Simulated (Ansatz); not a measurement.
**SiPH4 (SMILES [SiH2]P): levels of theory compared**

Wanted: a comparison of 6 runs (U-r2SCAN0/STO-3G, UB3LYP/STO-3G, UCAM-B3LYP/STO-3G, UHSE06/STO-3G, USVWN5/STO-3G, UCCSDTQ/STO-3G) of SiPH4. 

Program for the calculation: Ansatz 0.2.0.

47 further runs of the same task are left out: 47 set aside as unsound or not needed.

## 1. The structure to begin with

SiPH4: 6 atoms, total charge 0, spin state doublet. SMILES: `[SiH2]P`. The H3–Si1 distance was set to 1.833 Å, away from the relaxed value.

Bond lengths: Si1–P2 2.220 Å, Si1–H4 1.466 Å, P2–H5 1.384 Å, P2–H6 1.384 Å. Angles: Si1–P2–H5 96.4°, Si1–P2–H6 96.4°, P2–Si1–H4 109.7°, H5–P2–H6 92.6°. A long bond or contact: Si1–H3 1.833 Å.

## 2. The energy at U-r2SCAN0/STO-3G (run 1)

input.yaml

```yaml
crystal:
  periodic: [false, false, false]
  atoms:
    - symbol: Si
      position_ang: [0.233923, -0.801488, -0.402784]
    - symbol: P
      position_ang: [-0.231767, 1.354632, -0.155904]
    - symbol: H
      position_ang: [-0.300620, -1.724700, 1.087920]
    - symbol: H
      position_ang: [-0.472357, -1.329678, -1.574424]
    - symbol: H
      position_ang: [0.541583, 1.801782, -1.213424]
    - symbol: H
      position_ang: [0.763753, 1.622612, 0.768006]
basis:
  gaussian: {orbitals: STO-3G}
magnetization: {spin_polarized: true, initial_magnetization: 1}
hamiltonian: {xc: {name: r2SCAN0}}
accuracy: high
```

The run is started by

```bash
$ ansatz run input.yaml --threads 1 --pin off --max-ram 2610MiB --events-out events.jsonl --progress --plain --runs-dir runs
```

The program printed:

```text
Warning: RAYON_NUM_THREADS=1 ignored (pool sized by the plan → 1); use --threads N
Functional definition: r2SCAN0
  name "r2SCAN0"
  parameter a = 0.25
  parameter k0 = 0.174
  parameter k1 = 0.065
  parameter a1 = 4.9479
  exchange = (1 - a)*r2scan_x(k0 = k0, k1 = k1, a1 = a1) + a*exact_x
  correlation = r2scan_c
390 factors; integrals over basis functions are off by at most 4.1e-9 eV
mean field evaluation 1: about -17030.3881 eV, gradient 8.4e0 eV
mean field evaluation 2: about -17030.7881 eV, gradient 6.0e0 eV
mean field evaluation 4: about -17031.1563 eV, gradient 3.4e-1 eV
mean field evaluation 8: about -17031.1135 eV, gradient 1.5e-2 eV
mean field evaluation 16: about -17031.1135 eV, gradient 4.7e-5 eV
mean field -17031.11347907 eV, -625.8818762525 hartree, gradient 3.5e-8 eV, S^2 0.751277; 0 other end points of the search recorded, 0 dependent functions left out
reference -17031.11347983 eV, -625.8818762803 hartree; 17, 16 occupied and 5, 6 virtual orbitals, 390 factors
Total energy: -17031.11347983 eV, -625.8818762803 hartree
```

Run time: 3.9 s. Hardware: 1 thread of AMD EPYC 9R14 (Zen 4), shared host; peak memory 0.27 GiB.

## 3. The energy at UB3LYP/STO-3G (run 2)

in.yaml

```yaml
crystal:
  periodic: [false, false, false]
  atoms:
    - {symbol: Si, position_ang: [0.233923, -0.801488, -0.402784]}
    - {symbol: P, position_ang: [-0.231767, 1.354632, -0.155904]}
    - {symbol: H, position_ang: [-0.300620, -1.724700, 1.087920]}
    - {symbol: H, position_ang: [-0.472357, -1.329678, -1.574424]}
    - {symbol: H, position_ang: [0.541583, 1.801782, -1.213424]}
    - {symbol: H, position_ang: [0.763753, 1.622612, 0.768006]}
basis:
  gaussian:
    orbitals: STO-3G
magnetization:
  spin_polarized: true
  initial_magnetization: 1
hamiltonian:
  xc: {name: B3LYP}
accuracy: high
```

The run is started by

```bash
$ ansatz run in.yaml --threads 1 --pin off --max-ram 2610MiB --events-out events.jsonl --progress --plain --runs-dir runs
```

The program printed:

```text
Warning: RAYON_NUM_THREADS=1 ignored (pool sized by the plan → 1); use --threads N
Functional definition: B3LYP
  name "B3LYP"
  parameter a0 = 0.2
  parameter ax = 0.72
  parameter ac = 0.81
  exchange = (1 - a0 - ax)*slater_x + ax*b88_x + a0*exact_x
  correlation = (1 - ac)*vwn_rpa_c + ac*lyp_c
390 factors; integrals over basis functions are off by at most 4.1e-9 eV
mean field evaluation 1: about -17031.4059 eV, gradient 9.7e0 eV
mean field evaluation 2: about -17031.6320 eV, gradient 8.5e0 eV
mean field evaluation 4: about -17032.3572 eV, gradient 4.4e-1 eV
mean field evaluation 8: about -17032.3105 eV, gradient 6.5e-3 eV
mean field evaluation 16: about -17032.3105 eV, gradient 3.9e-6 eV
mean field -17032.31047496 eV, -625.9258650401 hartree, gradient 1.9e-8 eV, S^2 0.750847; 0 other end points of the search recorded, 0 dependent functions left out
reference -17032.31050371 eV, -625.9258660967 hartree; 17, 16 occupied and 5, 6 virtual orbitals, 390 factors
Total energy: -17032.31050371 eV, -625.9258660967 hartree
```

It took 1.6 s on 1 thread of AMD EPYC 9R14 (Zen 4), shared host; peak memory 0.16 GiB.

Runs 3 to 4 aren't shown in full; the table further down has their settings and results.

## 4. A single-point energy at USVWN5/STO-3G (run 5)

run.yaml

```yaml
crystal:
  periodic: [false, false, false]
  atoms:
    - {symbol: Si, position_ang: [0.233923, -0.801488, -0.402784]}
    - {symbol: P, position_ang: [-0.231767, 1.354632, -0.155904]}
    - {symbol: H, position_ang: [-0.300620, -1.724700, 1.087920]}
    - {symbol: H, position_ang: [-0.472357, -1.329678, -1.574424]}
    - {symbol: H, position_ang: [0.541583, 1.801782, -1.213424]}
    - {symbol: H, position_ang: [0.763753, 1.622612, 0.768006]}
basis:
  gaussian:
    orbitals: STO-3G
magnetization:
  spin_polarized: true
  initial_magnetization: 1
accuracy: high
hamiltonian:
  xc: {name: SVWN5}
```

The run is started by

```bash
$ ansatz run run.yaml --threads 1 --pin off --max-ram 2610MiB --events-out events.jsonl --progress --plain --runs-dir runs
```

The program printed:

```text
Warning: RAYON_NUM_THREADS=1 ignored (pool sized by the plan → 1); use --threads N
Functional definition: SVWN5
  name "SVWN5"
  exchange = slater_x
  correlation = vwn5_c
390 factors; integrals over basis functions are off by at most 4.1e-9 eV
mean field evaluation 1: about -16962.5207 eV, gradient 1.0e1 eV
mean field evaluation 2: about -16961.9664 eV, gradient 1.2e1 eV
mean field evaluation 4: about -16963.3895 eV, gradient 8.4e-1 eV
mean field evaluation 8: about -16963.3295 eV, gradient 5.3e-3 eV
mean field evaluation 16: about -16963.3295 eV, gradient 9.0e-7 eV
mean field -16963.32948420 eV, -623.3908603868 hartree, gradient 2.6e-8 eV, S^2 0.750534; 0 other end points of the search recorded, 0 dependent functions left out
reference -16963.32948610 eV, -623.3908604565 hartree; 17, 16 occupied and 5, 6 virtual orbitals, 390 factors
Total energy: -16963.32948610 eV, -623.3908604565 hartree
```

Run time: 0.86 s. Hardware: 1 thread of AMD EPYC 9R14 (Zen 4), shared host; peak memory 0.13 GiB.

## 5. A single-point energy at UCCSDTQ/STO-3G (run 6)

molecule.yaml

```yaml
crystal:
  periodic: [false, false, false]
  atoms:
    - {symbol: Si, position_ang: [0.233923, -0.801488, -0.402784]}
    - {symbol: P, position_ang: [-0.231767, 1.354632, -0.155904]}
    - {symbol: H, position_ang: [-0.300620, -1.724700, 1.087920]}
    - {symbol: H, position_ang: [-0.472357, -1.329678, -1.574424]}
    - {symbol: H, position_ang: [0.541583, 1.801782, -1.213424]}
    - {symbol: H, position_ang: [0.763753, 1.622612, 0.768006]}
basis:
  gaussian:
    orbitals: STO-3G
magnetization:
  spin_polarized: true
  initial_magnetization: 1
correlation:
  method: ccsdtq
  frozen_orbitals: {H: 0, P: 5, Si: 5}
accuracy: high
scf:
  omitted_lower_state_checks: [cluster_reference, increment]
```

The run is started by

```bash
$ ansatz run molecule.yaml --threads 1 --pin off --max-ram 2610MiB --events-out events.jsonl --progress --plain --runs-dir runs
```

The program printed (excerpt; [...] marks lines left out):

```text
Warning: RAYON_NUM_THREADS=1 ignored (pool sized by the plan → 1); use --threads N
Functional definition: HF
  name "HF"
[...]
390 factors; integrals over basis functions are off by at most 4.1e-9 eV
[...]
mean field -16999.97533902 eV, -624.7375707120 hartree, gradient 2.1e-8 eV, S^2 0.751939; 0 other end points of the search recorded, 0 dependent functions left out
10 core orbitals not correlated: weight in the atoms' cores, before any rotation towards them, 1.000 or more for the frozen orbitals, at most 0.000 for the correlated occupied ones
reference -16999.97533902 eV, -624.7375707120 hartree; 7, 6 occupied and 5, 6 virtual orbitals, 390 factors
second order -1.99294982 eV of doubles, -0.00000000 eV of singles
cycle   1  -2.61491963 eV  change   -6.2e-1 eV  update   7.6e-2
[...]
cycle  27  -3.03489475 eV  change   6.3e-10 eV  update  6.0e-10
Total energy: -17003.01023377 eV, -624.8491010369 hartree
Checks for a lower state left out: cluster_reference, increment
```

Wall time 31 s (1 thread of AMD EPYC 9R14 (Zen 4), shared host); peak memory 0.28 GiB.

## 6. The series

```csv
run,level,frozen core orbitals,energy (Eh),⟨S²⟩,wall time
1,U-r2SCAN0/STO-3G,–,-625.881876,0.751,3.9 s
2,UB3LYP/STO-3G,–,-625.925866,0.751,1.6 s
3,UCAM-B3LYP/STO-3G,–,-625.868658,0.751,1.8 s
4,UHSE06/STO-3G,–,-625.656634,0.751,1.7 s
5,USVWN5/STO-3G,–,-623.390860,0.751,0.86 s
6,UCCSDTQ/STO-3G,10,-624.849101,0.752,31 s
```

## 7. Results

| quantity | value |
| --- | --- |
| run 6: total energy | -624.84910 Eh |
| run 6: correlation energy (10 core orbitals frozen) | -111.5 mEh |
| run 6: ⟨S²⟩ of the reference determinant | 0.752 |
| run 6: T1 diagnostic | 0.009 |

What this shows: Totals of different functionals can't be ranked against each other. In runs 1, 2, 3, 4, 5, 6 the basis is minimal, so the values are rough. All runs together took 41 s, the longest 31 s.
